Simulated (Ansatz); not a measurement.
Bulk modulus (GPa) along a series of related solids, from PBE (Ansatz, a quantum-chemistry and plane-wave program, PAW); r²SCAN (Ansatz, plane waves, PAW).

| solid | PBE | r²SCAN | measured |
|---|---|---|---|
| hcp Y | 40.8 | 40.6 | 41.7 |
| hcp Zr | 93.3 | 95.2 | – |
| bcc Nb | 169 | 173 | 173 |
| bcc Mo | 259 | 271 | 265 |
| hcp Tc | 300 | 320 | 303 |
| hcp Ru | 311 | 337 | 318 |
| fcc Rh | 257 | 282 | 271 |
| fcc Pd | 168 | 185 | 195 |
| fcc Ag | 91.5 | 104 | 110 |
| hcp Cd | 38.4 | 43.9 | 53.8 |

r²SCAN less measured, from the printed values: hcp Y -2.6 %, bcc Nb 0.0 %, bcc Mo +2.3 %, hcp Tc +5.6 %, hcp Ru +6.0 %, fcc Rh +4.1 %, fcc Pd -5.1 %, fcc Ag -5.5 %, hcp Cd -18.4 %.

Members of the series are missing where a level wasn't run or failed, where a doubt is noted on the run or the magnetic state, for phases of high temperature or layered ones, and where values are held back for tests.

Ansatz's runs of these crystals have no spin polarisation. A magnetic state wasn't tried for hcp Y, fcc Rh, fcc Pd with meta-GGA or hybrid levels, which favour moments.

Each level is taken at its own relaxed cell. Ansatz's density-functional and Hartree–Fock values are scalar-relativistic unless marked +SOC, with PAW data made under PBE.

Measured values are for low temperature or corrected to a static lattice. References as tabulated in doi:10.1021/acs.jctc.3c00612; Levämäki et al. (2014), arXiv:1402.3671; Mejia-Rodriguez and Trickey (2018), arXiv:1807.09216.
